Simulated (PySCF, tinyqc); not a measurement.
Worked calculation (part 2 of 2): RKS/PBE0 in the sto-3g basis, for CH2, spin multiplicity 1. The lowest restricted solution is unstable here: a spin-polarised one lies 0.0379 hartree lower (PySCF). Computed by tinyqc, a small Python program that keeps every step (integrals from PySCF). Command: `OMP_NUM_THREADS=1 python tinyqc.py 27364 27365 out.jsonl` (the two numbers bound the seeds that draw the settings). One thread of a shared host (Intel(R) Xeon(R) Processor @ 2.60GHz), about 1 s of CPU time with the checks.

Geometry (angstrom):
```
atom       x        y       z
C     0.0000   0.0000  0.0000
H     0.0000   0.9570  0.5430
H     0.0000  -0.9570  0.5430
```

## Iteration 2: diagonalisation and new density

Kohn-Sham matrix F (hartree):
```
          1C 1s    1C 2s  1C 2px   1C 2py   1C 2pz    2H 1s    3H 1s
1C 1s   -9.3429  -2.5965  0.0000   0.0000   0.0055  -0.6459  -0.6459
1C 2s   -2.5965  -0.9773  0.0000   0.0000  -0.0874  -0.4715  -0.4715
1C 2px   0.0000   0.0000  0.1956   0.0000   0.0000   0.0000   0.0000
1C 2py   0.0000   0.0000  0.0000   0.0126   0.0000  -0.2115   0.2115
1C 2pz   0.0055  -0.0874  0.0000   0.0000   0.1700  -0.1329  -0.1329
2H 1s   -0.6459  -0.4715  0.0000  -0.2115  -0.1329  -0.2994  -0.1517
3H 1s   -0.6459  -0.4715  0.0000   0.2115  -0.1329  -0.1517  -0.2994
```

X:
```
              1        2        3       4        5        6       7
1C 1s   -0.2974   0.0000   0.7835  0.0000  -0.5890   0.0000  0.1760
1C 2s    1.2679   0.0000  -0.3022  0.0000  -0.2642   0.0000  0.4481
1C 2px   0.0000   0.0000   0.0000  1.0000   0.0000   0.0000  0.0000
1C 2py   0.0000   1.1106   0.0000  0.0000   0.0000   0.6096  0.0000
1C 2pz   0.5493   0.0000   0.6160  0.0000   0.6872   0.0000  0.1882
2H 1s   -0.8525  -0.8853  -0.1630  0.0000   0.1277   0.3824  0.3632
3H 1s   -0.8525   0.8853  -0.1630  0.0000   0.1277  -0.3824  0.3632
```

D after iteration 1:
```
          1C 1s    1C 2s  1C 2px   1C 2py   1C 2pz    2H 1s    3H 1s
1C 1s    2.1176  -0.5013  0.0000   0.0000  -0.1120   0.0520   0.0520
1C 2s   -0.5013   2.1931  0.0000   0.0000   0.4898  -0.3332  -0.3332
1C 2px   0.0000   0.0000  1.4000   0.0000   0.0000   0.0000   0.0000
1C 2py   0.0000   0.0000  0.0000   1.8560   0.0000  -0.1562   0.1562
1C 2pz  -0.1120   0.4898  0.0000   0.0000   0.6226   0.0321   0.0321
2H 1s    0.0520  -0.3332  0.0000  -0.1562   0.0321   0.4580  -0.0008
3H 1s    0.0520  -0.3332  0.0000   0.1562   0.0321  -0.0008   0.4580
```

overlap S:
```
         1C 1s   1C 2s  1C 2px   1C 2py  1C 2pz   2H 1s    3H 1s
1C 1s   1.0000  0.2484  0.0000   0.0000  0.0000  0.0608   0.0608
1C 2s   0.2484  1.0000  0.0000   0.0000  0.0000  0.4848   0.4848
1C 2px  0.0000  0.0000  1.0000   0.0000  0.0000  0.0000   0.0000
1C 2py  0.0000  0.0000  0.0000   1.0000  0.0000  0.4033  -0.4033
1C 2pz  0.0000  0.0000  0.0000   0.0000  1.0000  0.2288   0.2288
2H 1s   0.0608  0.4848  0.0000   0.4033  0.2288  1.0000   0.1371
3H 1s   0.0608  0.4848  0.0000  -0.4033  0.2288  0.1371   1.0000
```

Diagonalise F' = X^T F X, C = X C', fill 4 alpha and 4 beta electrons from the bottom; D = 2 C_occ C_occ^T; the new density keeps 0.7 of the old one (damping). Each column has its largest component positive (the first on a tie).

F' = X^T F X (hartree):
```
         1       2        3       4        5        6        7
1   0.4654  0.0000   0.5343  0.0000  -0.3059   0.0000   0.2043
2   0.0000  0.6160   0.0000  0.0000   0.0000   0.1571   0.0000
3   0.5343  0.0000  -4.2268  0.0000   4.1847   0.0000  -2.0837
4   0.0000  0.0000   0.0000  0.1956   0.0000   0.0000   0.0000
5  -0.3059  0.0000   4.1847  0.0000  -3.8137   0.0000   2.0590
6   0.0000  0.1571   0.0000  0.0000   0.0000  -0.2357   0.0000
7   0.2043  0.0000  -2.0837  0.0000   2.0590   0.0000  -1.5309
```

orbital energies (hartree): MO1 -9.3530, MO2 -0.4340, MO3 -0.2638, MO4 0.1194, MO5 0.1956, MO6 0.5617, MO7 0.6441

coefficients C:
```
            MO1      MO2      MO3      MO4     MO5      MO6      MO7
1C 1s    0.9902  -0.1962   0.0000  -0.1712  0.0000  -0.1789   0.0000
1C 2s    0.0422   0.5122   0.0000   0.7759  0.0000   1.0504   0.0000
1C 2px   0.0000   0.0000   0.0000   0.0000  1.0000   0.0000   0.0000
1C 2py   0.0000   0.0000   0.4048   0.0000  0.0000   0.0000   1.2005
1C 2pz   0.0041   0.1184   0.0000  -0.6841  0.0000   0.8407   0.0000
2H 1s   -0.0101   0.3822   0.5321  -0.3225  0.0000  -0.8070  -0.8043
3H 1s   -0.0101   0.3822  -0.5321  -0.3225  0.0000  -0.8070   0.8043
```

D after iteration 2:
```
          1C 1s    1C 2s  1C 2px   1C 2py   1C 2pz    2H 1s    3H 1s
1C 1s    2.1113  -0.4659  0.0000   0.0000  -0.0197   0.0186   0.0186
1C 2s   -0.4659   2.0549  0.0000   0.0000   0.0609  -0.2662  -0.2662
1C 2px   0.0000   0.0000  0.9800   0.0000   0.0000   0.0000   0.0000
1C 2py   0.0000   0.0000  0.0000   1.3975   0.0000   0.0199  -0.0199
1C 2pz  -0.0197   0.0609  0.0000   0.0000   0.7250   0.1820   0.1820
2H 1s    0.0186  -0.2662  0.0000   0.0199   0.1820   0.6406  -0.0203
3H 1s    0.0186  -0.2662  0.0000  -0.0199   0.1820  -0.0203   0.6406
```

## Iteration 52 (converged): orbitals

converged F (hartree):
```
          1C 1s    1C 2s   1C 2px   1C 2py   1C 2pz    2H 1s    3H 1s
1C 1s   -9.9703  -2.7303   0.0000   0.0000  -0.0216  -0.6792  -0.6792
1C 2s   -2.7303  -1.2315   0.0000   0.0000  -0.1207  -0.5690  -0.5690
1C 2px   0.0000   0.0000  -0.0016   0.0000   0.0000   0.0000   0.0000
1C 2py   0.0000   0.0000   0.0000  -0.1991   0.0000  -0.2767   0.2767
1C 2pz  -0.0216  -0.1207   0.0000   0.0000  -0.1220  -0.1891  -0.1891
2H 1s   -0.6792  -0.5690   0.0000  -0.2767  -0.1891  -0.3817  -0.1756
3H 1s   -0.6792  -0.5690   0.0000   0.2767  -0.1891  -0.1756  -0.3817
```

Diagonalise F' = X^T F X, C = X C', fill 4 alpha and 4 beta electrons from the bottom; D = 2 C_occ C_occ^T. Each column has its largest component positive (the first on a tie).

F' = X^T F X (hartree):
```
         1       2        3        4        5        6        7
1   0.3149  0.0000   0.5777   0.0000  -0.3867   0.0000   0.0964
2   0.0000  0.5197   0.0000   0.0000   0.0000   0.0684   0.0000
3   0.5777  0.0000  -4.6815   0.0000   4.3360   0.0000  -2.2142
4   0.0000  0.0000   0.0000  -0.0016   0.0000   0.0000   0.0000
5  -0.3867  0.0000   4.3360   0.0000  -4.1946   0.0000   2.1287
6   0.0000  0.0684   0.0000   0.0000   0.0000  -0.3923   0.0000
7   0.0964  0.0000  -2.2142   0.0000   2.1287   0.0000  -1.7556
```

orbital energies (hartree): MO1 -9.9787, MO2 -0.6284, MO3 -0.3974, MO4 -0.1167, MO5 -0.0016, MO6 0.4070, MO7 0.5248

coefficients C:
```
            MO1      MO2      MO3      MO4     MO5      MO6      MO7
1C 1s    0.9913  -0.2196   0.0000   0.1350  0.0000  -0.1766   0.0000
1C 2s    0.0382   0.6603   0.0000  -0.5987  0.0000   1.0833   0.0000
1C 2px   0.0000   0.0000   0.0000   0.0000  1.0000   0.0000   0.0000
1C 2py   0.0000   0.0000   0.5254   0.0000  0.0000   0.0000   1.1529
1C 2pz   0.0068   0.1966   0.0000   0.8064  0.0000   0.7070   0.0000
2H 1s   -0.0098   0.2713   0.4471   0.2004  0.0000  -0.8875  -0.8545
3H 1s   -0.0098   0.2713  -0.4471   0.2004  0.0000  -0.8875   0.8545
```

D after iteration 52:
```
          1C 1s    1C 2s  1C 2px   1C 2py   1C 2pz    2H 1s    3H 1s
1C 1s    2.0982  -0.3761  0.0000   0.0000   0.1449  -0.0844  -0.0844
1C 2s   -0.3761   1.5919  0.0000   0.0000  -0.7055   0.1176   0.1176
1C 2px   0.0000   0.0000  0.0000   0.0000   0.0000   0.0000   0.0000
1C 2py   0.0000   0.0000  0.0000   0.5520   0.0000   0.4698  -0.4698
1C 2pz   0.1449  -0.7055  0.0000   0.0000   1.3781   0.4297   0.4297
2H 1s   -0.0844   0.1176  0.0000   0.4698   0.4297   0.6275  -0.1722
3H 1s   -0.0844   0.1176  0.0000  -0.4698   0.4297  -0.1722   0.6275
```

## Convergence

Stop when the energy changes by less than 1e-08 hartree and every element of the error matrix X^T (F D S - S D F) X is below 3e-05.

Course of the cycle:
```
iteration  E (hartree)     change  largest element of the error matrix
1           -36.914076          -                             9.32e-01
2           -37.455974  -5.42e-01                             6.19e-01
3           -37.793422  -3.37e-01                             3.81e-01
4           -38.013991  -2.21e-01                             2.32e-01
5           -38.165237  -1.51e-01                             1.42e-01
6           -38.271151  -1.06e-01                             8.85e-02
7           -38.345841  -7.47e-02                             5.64e-02
8           -38.398576  -5.27e-02                             3.69e-02
9           -38.435778  -3.72e-02                             2.69e-02
10          -38.461984  -2.62e-02                             1.99e-02
11          -38.480420  -1.84e-02                             1.48e-02
12          -38.493374  -1.30e-02                             1.11e-02
13          -38.502468  -9.09e-03                             8.27e-03
14          -38.508847  -6.38e-03                             6.20e-03
...                ...        ...                                  ...
39          -38.523780  -8.61e-07                             4.84e-06
40          -38.523781  -6.03e-07                             3.64e-06
41          -38.523782  -4.22e-07                             2.74e-06
42          -38.523782  -2.95e-07                             2.06e-06
43          -38.523782  -2.07e-07                             1.55e-06
44          -38.523782  -1.45e-07                             1.16e-06
45          -38.523782  -1.01e-07                             8.75e-07
46          -38.523782  -7.09e-08                             6.58e-07
47          -38.523782  -4.96e-08                             4.95e-07
48          -38.523782  -3.48e-08                             3.72e-07
49          -38.523782  -2.43e-08                             2.80e-07
50          -38.523782  -1.70e-08                             2.10e-07
51          -38.523782  -1.19e-08                             1.58e-07
52          -38.523782  -8.34e-09                             1.19e-07
```

PySCF RKS in the same basis, fine grid = -38.544374 hartree

Converged in 52 iterations. The coarse grid moves the energy by +2.06e-02 hartree.

## Populations, bond orders and dipole

Mulliken: Z minus the diagonal of D S on the atom; Loewdin: the same with S^(1/2) D S^(1/2); Mayer order: 2 sum_s sum (D(s) S)_ij (D(s) S)_ji over the two atoms.

Charges (e):
```
atom  Mulliken  Loewdin
1C     -0.1127  -0.0516
2H      0.0564   0.0258
3H      0.0564   0.0258
```

Mayer bond orders:
```
pair   order
2-1   0.9811
3-1   0.9811
3-2   0.0157
```

dipole moment about the origin, x y z (debye): 0.0000  0.0000  1.6542
